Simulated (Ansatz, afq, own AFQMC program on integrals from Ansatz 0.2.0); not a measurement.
# Where AFQMC and coupled cluster stand for BNH$_{2}$, singlet

```xyz
4

B     0.0000    0.0000    0.8600
N     0.0000    0.0000   -0.5115
H     0.0000    0.8509   -1.0580
H     0.0000   -0.8509   -1.0580
```

Connectivity, by distances: B–NH2.

Basis cc-pVDZ. Noble-gas cores (and the filled d shells of Ga–Kr and In–Xe) are frozen. Ansatz 0.2.0 and our own AFQMC program on the same integrals; the CISD trial comes from CCSD amplitudes, and released means the phaseless constraint is let go. ± is one standard error of the sampling.

Determinant: UHF, the one that the program's search chose, which needn't be the lowest solution. The geometry is a point of a scan.

No full CI on the walks' own integrals is used here; CCSDT(Q) serves as the reference and is uncertain by about the last step of the cluster series.

Cautions: an unrestricted solution with more broken spin lies lower (52 meV, ⟨S²⟩ 0.27), while this determinant keeps restricted orbitals.

```
T1 diagnostic                               : 0.0147
weight of the determinant in the CISD state : 0.882
⟨S²⟩ of the determinant                     : 0.000
size of the correlated space                : 10 electrons in 36 orbitals
```

```tsv
level	correlation energy (eV)
MP2	-6.3089
CCSD	-7.0514
CCSD(T)	-7.2520
```

Task: Estimate where phaseless AFQMC with the Hartree–Fock trial lies against CCSD(T) on the same integrals.

Result: 28.6 ± 49.1 meV below CCSD(T). The gap is under twice the noise, so this walk alone can't tell the two apart.

Reference: CCSDT(Q), correlation energy -7.287 eV. The released energy is read at 2.40 1/Eh (meV from the phaseless value at times in 1/Eh: -19 ± 20 at 0.24, 0 ± 17 at 0.51, 26 ± 11 at 0.99, 22 ± 12 at 1.62, 18 ± 13 at 2.40).

```
         level  E − E(reference) (meV)  share of correlation (%)
       CCSD(T)                    34.7                     99.52
         CCSDT                    16.8                     99.77
   ph-AFQMC/HF              6.1 ± 49.1                     99.92
 ph-AFQMC/CISD             -7.6 ± 18.4                    100.10
released AFQMC             10.0 ± 12.6                     99.86
```

A walk keeps the symmetry of its determinant, which the program's search chose and which needn't be the lowest solution, so a lower state of the same spin and another symmetry isn't excluded. Released energies are given only where the last usable release times agree within the noise; a slower fall can still hide under it.
